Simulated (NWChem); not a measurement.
# One shape, several levels: CN (SMILES [C]#N)

We compute a comparison of 3 runs (UBP86/aug-pcseg-0, UBP86/aug-pcseg-1, UBP86/aug-pcseg-2) of CN. 

The calculation is run with NWChem 7.3.0.

**1. The structure to begin with**

CN: 2 atoms, total charge 0, spin state doublet. SMILES: `[C]#N`. Geometry: relaxed at PBE0-D4/def2-TZVP.

Bond lengths: C1–N2 1.160 Å.

**2. The charge distribution at UBP86/aug-pcseg-0 (run 1)**

cn.nw

```
start cn
title "CN"
memory total 2200 mb
charge 0

geometry units angstrom noautosym nocenter noautoz
  C      0.495600    -0.160400     0.255200
  N     -0.495600     0.160400    -0.255200
end

basis "ao basis" spherical bse
  * library aug-pcseg-0
end

dft
  xc becke88 perdew86
  mult 2
  grid fine
  convergence energy 1e-08
  maxiter 100
  mulliken
  noprint "final vectors analysis"
end

property
  dipole
  quadrupole
  mulliken
end

task dft property
```

Command:

```bash
$ nwchem cn.nw > cn.out
```

What it wrote:

```text
[...]
          Wavefunction type:  spin polarized.
          No. of atoms     :     2
          No. of electrons :    13
[...]
          Charge           :     0
          Spin multiplicity:     2
[...]
          AO basis - number of functions:    26
[...]
              XC Information
              --------------
                    Becke 1988 Exchange Functional  1.000
                Perdew 1981 Correlation Functional  1.000 local
                Perdew 1986 Correlation Functional  1.000 non-local
[...]
 d= 0,ls=0.0,diis     1    -92.4074635048 -1.12D+02  2.99D-02  1.39D-01     0.2
[...]
 d= 0,ls=0.0,diis    11    -92.4823135228 -1.28D-09  1.24D-06  3.06D-10     1.2
[...]
         Total DFT energy =      -92.482313522798
      One electron energy =     -161.771474349539
           Coulomb energy =       62.228827374151
    Exchange-Corr. energy =      -12.097409507363
 Nuclear repulsion energy =       19.157742959954
[...]
      Total Density - Mulliken Population Analysis
     ---------------------------------------------
    Atom       Charge   Shell Charges
 -----------   ------   -------------------------------------------------------
    1 C    6     5.75   1.98  0.95  0.40  0.04  1.32  1.04  0.03
    2 N    7     7.25   1.98  1.04  0.82  0.04  1.58  1.77  0.01
[...]
      <S2> =      0.7545 (Exact =     0.7500)
[...]
   Dipole moment        1.2663174283 Debye(s)
             DMX        1.0819265150 DMXEFC        0.0000000000
             DMY       -0.3501634667 DMYEFC        0.0000000000
             DMZ        0.5571179337 DMZEFC        0.0000000000
   -EFC- dipole         0.0000000000 DEBYE(S)
   Total dipole         1.2663174283 DEBYE(S)
[...]
```

Wall time 2.1 s (1 thread of Intel Xeon Platinum 8259CL at 2.50GHz (Skylake/Cascade Lake), shared host); peak memory 0.11 GiB.

Atomic charges (e):

```
atom  Mulliken  Löwdin
  C1    +0.247  +0.170
  N2    -0.247  -0.170
```

**3. The charge distribution at UBP86/aug-pcseg-1 (run 2)**

run.xyz

```xyz
2

C      0.495600    -0.160400     0.255200
N     -0.495600     0.160400    -0.255200
```

run.nw

```
start run
memory stack 880 mb heap 220 mb global 1100 mb

geometry units angstroms noautosym nocenter noautoz
  load format xyz run.xyz
end

basis spherical bse
  * library aug-pcseg-1
end

dft
  xc becke88 perdew86
  mult 2
  grid fine
  convergence energy 1e-08
  maxiter 100
  mulliken
  noprint "final vectors analysis"
end

property
  dipole
  quadrupole
  mulliken
end

task dft property
```

Command:

```bash
$ nwchem run.nw > run.out
```

What it wrote:

```text
[...]
          Wavefunction type:  spin polarized.
          No. of atoms     :     2
          No. of electrons :    13
[...]
          Charge           :     0
          Spin multiplicity:     2
[...]
          AO basis - number of functions:    46
[...]
              XC Information
              --------------
                    Becke 1988 Exchange Functional  1.000
                Perdew 1981 Correlation Functional  1.000 local
                Perdew 1986 Correlation Functional  1.000 non-local
[...]
 d= 0,ls=0.0,diis     1    -92.6434152507 -1.12D+02  1.63D-02  1.17D-01     0.4
[...]
 d= 0,ls=0.0,diis    12    -92.7049048208 -7.55D-10  2.81D-08  4.69D-12     3.4
[...]
         Total DFT energy =      -92.704904820751
      One electron energy =     -162.412026450039
           Coulomb energy =       62.700743944351
    Exchange-Corr. energy =      -12.151365275017
 Nuclear repulsion energy =       19.157742959954
[...]
      Total Density - Mulliken Population Analysis
     ---------------------------------------------
    Atom       Charge   Shell Charges
 -----------   ------   -------------------------------------------------------
    1 C    6     5.70   2.00  0.85  0.67  0.05  1.80  0.37 -0.02  0.04 -0.04
    2 N    7     7.30   2.00  0.93  0.83 -0.03  2.23  1.19  0.07  0.03  0.05
[...]
      <S2> =      0.7547 (Exact =     0.7500)
[...]
   Dipole moment        1.1459563987 Debye(s)
             DMX        0.9790914899 DMXEFC        0.0000000000
             DMY       -0.3168810990 DMYEFC        0.0000000000
             DMZ        0.5041649444 DMZEFC        0.0000000000
   -EFC- dipole         0.0000000000 DEBYE(S)
   Total dipole         1.1459563987 DEBYE(S)
[...]
```

Wall time 4.2 s (1 thread of Intel Xeon Platinum 8259CL at 2.50GHz (Skylake/Cascade Lake), shared host); peak memory 0.11 GiB.

Atomic charges (e):

| atom | Mulliken | Löwdin |
| --- | --- | --- |
| C1 | +0.299 | +0.190 |
| N2 | -0.299 | -0.190 |

**4. The charge distribution at UBP86/aug-pcseg-2 (run 3)**

calc.nw

```
start calc
title "CN properties"
memory stack 880 mb heap 220 mb global 1100 mb
charge 0
geometry units angstroms noautosym nocenter noautoz
C        0.495600      -0.160400       0.255200
N       -0.495600       0.160400      -0.255200
end
basis spherical bse
* library aug-pcseg-2
end
dft
xc becke88 perdew86
mult 2
grid fine
convergence energy 1e-08
maxiter 100
mulliken
noprint "final vectors analysis"
end
property
dipole
quadrupole
mulliken
end
task dft property
```

Command:

```bash
$ nwchem calc.nw > calc.out
```

What it wrote:

```text
[...]
          Wavefunction type:  spin polarized.
          No. of atoms     :     2
          No. of electrons :    13
[...]
          Charge           :     0
          Spin multiplicity:     2
[...]
          AO basis - number of functions:    92
[...]
              XC Information
              --------------
                    Becke 1988 Exchange Functional  1.000
                Perdew 1981 Correlation Functional  1.000 local
                Perdew 1986 Correlation Functional  1.000 non-local
[...]
 d= 0,ls=0.0,diis     1    -92.6879161768 -1.12D+02  6.76D-03  1.39D-01     2.0
[...]
 d= 0,ls=0.0,diis    12    -92.7513175275 -1.48D-09  6.38D-08  1.41D-10    16.6
[...]
         Total DFT energy =      -92.751317527515
      One electron energy =     -162.537954839899
           Coulomb energy =       62.794305858475
    Exchange-Corr. energy =      -12.165411506045
 Nuclear repulsion energy =       19.157742959954
[...]
      Total Density - Mulliken Population Analysis
     ---------------------------------------------
    Atom       Charge   Shell Charges
 -----------   ------   -------------------------------------------------------
    1 C    6     5.67   2.00  0.61  0.60  0.16  0.00  1.20  1.02  0.05 -0.00  0.01  0.04 -0.03  0.01 -0.01
    2 N    7     7.33   2.00  0.66  0.77  0.34  0.01  1.49  1.42  0.55  0.03  0.01  0.03  0.03  0.00 -0.00
[...]
      <S2> =      0.7552 (Exact =     0.7500)
[...]
   Dipole moment        1.1543590463 Debye(s)
             DMX        0.9862706063 DMXEFC        0.0000000000
             DMY       -0.3192046189 DMYEFC        0.0000000000
             DMZ        0.5078617038 DMZEFC        0.0000000000
   -EFC- dipole         0.0000000000 DEBYE(S)
   Total dipole         1.1543590463 DEBYE(S)
[...]
```

Wall time 17 s (1 thread of Intel Xeon Platinum 8259CL at 2.50GHz (Skylake/Cascade Lake), shared host); peak memory 0.11 GiB.

Atomic charges (e):

| atom | Mulliken | Löwdin |
| --- | --- | --- |
| C1 | +0.328 | +0.140 |
| N2 | -0.328 | -0.140 |

**5. Overview of the runs**

```csv
run,level,energy (Eh),dipole moment (D),⟨S²⟩,wall time
1,UBP86/aug-pcseg-0,-92.482314,1.27,0.754,2.1 s
2,UBP86/aug-pcseg-1,-92.704905,1.15,0.755,4.2 s
3,UBP86/aug-pcseg-2,-92.751318,1.15,0.755,17 s
```

**6. Results**

| quantity | value |
| --- | --- |
| run 3: total energy | -92.75132 Eh |
| run 3: dipole moment | 1.15 D |
| run 3: ⟨S²⟩ | 0.755 |

**Reading.** The dipole moment (its size) runs from 1.15 D (UBP86/aug-pcseg-1) to 1.27 D (UBP86/aug-pcseg-0). All runs together took 24 s, the longest 17 s.
